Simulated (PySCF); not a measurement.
## Reproducing measurements on nitrogen

**Experimental background.**

NIST CCCBDB Release 22 (SRD 101), experimental polarizabilities lists, for the gas: mean polarisability 1.71 Å³.

The runs below try to reproduce these values; the comparison stands at the end.

Nitrogen, N2.
Numbering: `[N:1]#[N:2]`

Cartesian coordinates in Å at the GFN2-xTB level; atoms count from 1:
```
atom  x, y, z in Å
N1     0.5505   -0.0021   -0.0038
N2    -0.5477    0.0034   -0.0104
```

The PySCF runs (gas phase, on this GFN2-xTB geometry; no spin–orbit coupling):

```csv
level,job,basis functions,wall time
CAM-B3LYP/def2-SVPD,"8 singlets by full TDDFT, 3 Tamm–Dancoff triplets, polarisability",40,0.7 s
```

Hardware: one thread, Arm Neoverse V2 (shared host).

## Comparison

**Mean polarisability.** Measured: 1.71 Å³ (NIST CCCBDB Release 22 (SRD 101), experimental polarizabilities).

```csv
level,computed (Å³),computed − measured (Å³),% (from the printed values)
CAM-B3LYP/def2-SVPD,1.63,-0.08,-5
```

The computed values are static and purely electronic, with core orbitals frozen in the response (1 au = 0.148185 Å³). The table of measured values doesn't say here whether a value is static or optical, or holds a vibrational part.

The geometry is computed, not the measured one. Where a level misses, the cause wasn't examined.
